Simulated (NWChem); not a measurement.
System: C₂H₃O, doublet; SMILES C[C]=O

NWChem printed, in part:

```
             Northwest Computational Chemistry Package (NWChem) 7.3.0
             --------------------------------------------------------

                             Geometry "geometry" -> ""
                             -------------------------

 Output coordinates in angstroms (scale by  1.889725989 to convert to a.u.)

  No.       Tag          Charge          X              Y              Z
 ---- ---------------- ---------- -------------- -------------- --------------
    1 C                    6.0000     0.10247300     1.16588600     0.00000000
    2 C                    6.0000    -0.42945000    -0.24281700     0.00000000
    3 O                    8.0000     0.17336900    -1.27290400     0.00000000
    4 H                    1.0000    -0.29625600     1.69696700     0.88785600
    5 H                    1.0000    -0.29625600     1.69696700    -0.88785600
    6 H                    1.0000     1.21408300     1.19205200     0.00000000

 Effective nuclear repulsion energy (a.u.)      62.5146835111

                                 NWChem DFT Module
                                 -----------------

 Summary of "ao basis" -> "ao basis" (spherical)
 ------------------------------------------------------------------------------
       Tag                 Description            Shells   Functions and Types
 ---------------- ------------------------------  ------  ---------------------
 C                          def2-svp                 6       14   3s2p1d
 O                          def2-svp                 6       14   3s2p1d
 H                          def2-svp                 3        5   2s1p

 in cosmo_initialize ...

 solvent parameters
 solvname_short: unkn
 solvname_long:  unknown
 dielec:        4.8000

          ---------------
          -cosmo- solvent
          ---------------
 Cosmo: York-Karplus, doi: 10.1021/jp992097l
 dielectric constant -eps-     =   4.80
 screen = (eps-1)/(eps    )    =   0.79167
 surface charge correction     = lagrangian

   van der Waals surface
 --------------------------

 ---------- ATOMIC COORDINATES (A.U.) ------------ VDWR(ANG.) --
     1    0.19364589    2.20320507    0.00000000     2.000
     2   -0.81154283   -0.45885760    0.00000000     2.000
     3    0.32761990   -2.40543977    0.00000000     1.720
     4   -0.55984266    3.20680264    1.67780456     1.300
     5   -0.55984266    3.20680264   -1.67780456     1.300
     6    2.29428420    2.25265164    0.00000000     1.300
 number of segments per atom =         32
 number of   points per atom =         32
 atom (   nspa,  nppa )
 ----------------------
    1 (     16,     0 )       0
    2 (     16,     0 )       0
    3 (     22,     0 )       0
    4 (     14,     0 )       0
    5 (     14,     0 )       0
    6 (     16,     0 )       0
 number of -cosmo- surface points =       98
 molecular surface =     84.905 angstrom**2
 molecular volume  =     61.635 angstrom**3
 G(cav/disp)       =      1.285 kcal/mol
 -lineq- algorithm             =   0
 -bem- low  level              =   2
 -bem- from -octahedral-
 gaussian surface charge width =   4.50000
 degree of switching           =   1.00000
 switching function tolerance  =   0.00010
 atomic radii =
 --------------
    1  6.000  2.000
    2  6.000  2.000
    3  8.000  1.720
    4  1.000  1.300
    5  1.000  1.300
    6  1.000  1.300
 ...... end of -cosmo- initialization ......

            General Information
            -------------------
          SCF calculation type: DFT
          Wavefunction type:  spin polarized.
          No. of atoms     :     6
          No. of electrons :    23
           Alpha electrons :    12
            Beta electrons :    11
          Charge           :     0
          Spin multiplicity:     2
          Use of symmetry is: off; symmetry adaption is: off
          Maximum number of iterations: 150
          AO basis - number of functions:    57
                     number of shells:    27
          Convergence on energy requested:  1.00D-06
          Convergence on density requested:  1.00D-05
          Convergence on gradient requested:  5.00D-04

[...]

                                   COSMO solvation results
                                   -----------------------

                 gas phase energy =      -152.889318281217
                 sol phase energy =      -152.893830380618
 (electrostatic) solvation energy =         0.004512099401 (    2.83 kcal/mol)

                    DFT Final Alpha Molecular Orbital Analysis
                    ------------------------------------------

 Vector   10  Occ=1.000000D+00  E=-4.003075D-01
              MO Center=  1.2D-01,  2.7D-01, -4.4D-08, r^2= 2.6D+00
   Bfn.  Coefficient  Atom+Function         Bfn.  Coefficient  Atom+Function
  ----- ------------  ---------------      ----- ------------  ---------------
    33      0.327570  3 O  py                 4     -0.280894  1 C  px
    53     -0.259512  6 H  s                 32      0.212698  3 O  px
    36      0.200625  3 O  py                 5      0.199451  1 C  py
    18      0.199622  2 C  px                43      0.170672  4 H  s
    48      0.170672  5 H  s                 35      0.138778  3 O  px

 Vector   11  Occ=1.000000D+00  E=-3.999133D-01
              MO Center= -7.1D-03,  1.4D-01,  4.1D-08, r^2= 2.6D+00
   Bfn.  Coefficient  Atom+Function         Bfn.  Coefficient  Atom+Function
  ----- ------------  ---------------      ----- ------------  ---------------
    34      0.422914  3 O  pz                 6     -0.317138  1 C  pz
    37      0.284473  3 O  pz                43     -0.233143  4 H  s
    48      0.233143  5 H  s                 20      0.184900  2 C  pz
     9     -0.153458  1 C  pz                23      0.102796  2 C  pz
    44     -0.091704  4 H  s                 49      0.091704  5 H  s

 Vector   12  Occ=1.000000D+00  E=-2.141260D-01
              MO Center= -3.5D-01, -3.5D-01, -2.6D-10, r^2= 1.8D+00
   Bfn.  Coefficient  Atom+Function         Bfn.  Coefficient  Atom+Function
  ----- ------------  ---------------      ----- ------------  ---------------
    17      0.542937  2 C  s                 18     -0.448543  2 C  px
     3     -0.394063  1 C  s                 32      0.393730  3 O  px
    35      0.326739  3 O  px                21     -0.296364  2 C  px
     5      0.222191  1 C  py                54      0.194311  6 H  s
     8      0.188344  1 C  py                16      0.163535  2 C  s

 Vector   13  Occ=0.000000D+00  E=-2.235607D-02
              MO Center= -2.8D-01, -3.2D-01,  1.2D-09, r^2= 1.8D+00
   Bfn.  Coefficient  Atom+Function         Bfn.  Coefficient  Atom+Function
  ----- ------------  ---------------      ----- ------------  ---------------
    23      0.575602  2 C  pz                20      0.548583  2 C  pz
    37     -0.433360  3 O  pz                34     -0.400996  3 O  pz
    44     -0.206176  4 H  s                 49      0.206176  5 H  s
    43     -0.150870  4 H  s                 48      0.150870  5 H  s
    11     -0.036962  1 C  d -1               6     -0.029485  1 C  pz

 Vector   14  Occ=0.000000D+00  E= 8.922674D-02
              MO Center=  5.4D-02,  1.7D+00,  4.5D-08, r^2= 4.3D+00
   Bfn.  Coefficient  Atom+Function         Bfn.  Coefficient  Atom+Function
  ----- ------------  ---------------      ----- ------------  ---------------
     3      2.757901  1 C  s                 44     -1.291629  4 H  s
    49     -1.291629  5 H  s                 54     -1.011164  6 H  s
    17     -0.532858  2 C  s                  8      0.361908  1 C  py
    21     -0.210484  2 C  px                 2      0.206775  1 C  s
    31      0.178174  3 O  s                  5      0.164702  1 C  py

 Vector   15  Occ=0.000000D+00  E= 1.329360D-01
              MO Center=  9.5D-01,  1.2D+00, -1.2D-08, r^2= 3.4D+00
   Bfn.  Coefficient  Atom+Function         Bfn.  Coefficient  Atom+Function
  ----- ------------  ---------------      ----- ------------  ---------------
    54      1.928972  6 H  s                  7     -1.177717  1 C  px
    44     -0.695102  4 H  s                 49     -0.695102  5 H  s
    17     -0.517774  2 C  s                  4     -0.368959  1 C  px
    31      0.254600  3 O  s                  3     -0.238289  1 C  s
     8      0.182431  1 C  py                53      0.166037  6 H  s

                     DFT Final Beta Molecular Orbital Analysis
                     -----------------------------------------

 Vector    9  Occ=1.000000D+00  E=-4.516931D-01
              MO Center=  2.0D-01,  6.6D-01, -3.5D-09, r^2= 2.1D+00
   Bfn.  Coefficient  Atom+Function         Bfn.  Coefficient  Atom+Function
  ----- ------------  ---------------      ----- ------------  ---------------
     4      0.349106  1 C  px                53      0.281229  6 H  s
    32      0.220093  3 O  px                18      0.178420  2 C  px
     7      0.156617  1 C  px                43     -0.155666  4 H  s
    48     -0.155666  5 H  s                  5     -0.152192  1 C  py
    35      0.141472  3 O  px                21      0.092863  2 C  px

 Vector   10  Occ=1.000000D+00  E=-3.961572D-01
              MO Center= -9.0D-05,  3.3D-02, -2.5D-09, r^2= 2.6D+00
   Bfn.  Coefficient  Atom+Function         Bfn.  Coefficient  Atom+Function
  ----- ------------  ---------------      ----- ------------  ---------------
    34      0.438957  3 O  pz                 6     -0.299746  1 C  pz
    37      0.299219  3 O  pz                43     -0.225735  4 H  s
    48      0.225735  5 H  s                 20      0.188359  2 C  pz
     9     -0.141913  1 C  pz                23      0.102695  2 C  pz
    44     -0.093097  4 H  s                 49      0.093097  5 H  s

[...]
```

Level: PBE0/def2-SVP, spin-unrestricted, COSMO on the gas-phase geometry. In the optimisation the excess spin sits in a' (Cs, its own frame). The geometry was optimised at PBE-D3(BJ)/def2-SVP, spin-unrestricted. No stability test was run on the SCF state. COSMO prints the solvation energy as gas minus solution, so a positive value is a stabilisation.

### Question
Reconstruct the input file.

### Answer
Several could match; the one computed here: the input that was run:
```
start job
memory heap 200 mb stack 900 mb global 1100 mb
geometry units angstroms noautosym nocenter noautoz
  C      0.102473     1.165886     0.000000
  C     -0.429450    -0.242817     0.000000
  O      0.173369    -1.272904     0.000000
  H     -0.296256     1.696967     0.887856
  H     -0.296256     1.696967    -0.887856
  H      1.214083     1.192052     0.000000
end
basis spherical
  * library def2-svp
end
dft
  odft
  mult 2
  xc pbe0
  iterations 150
end
cosmo
  dielec 4.8
end
task dft energy
```
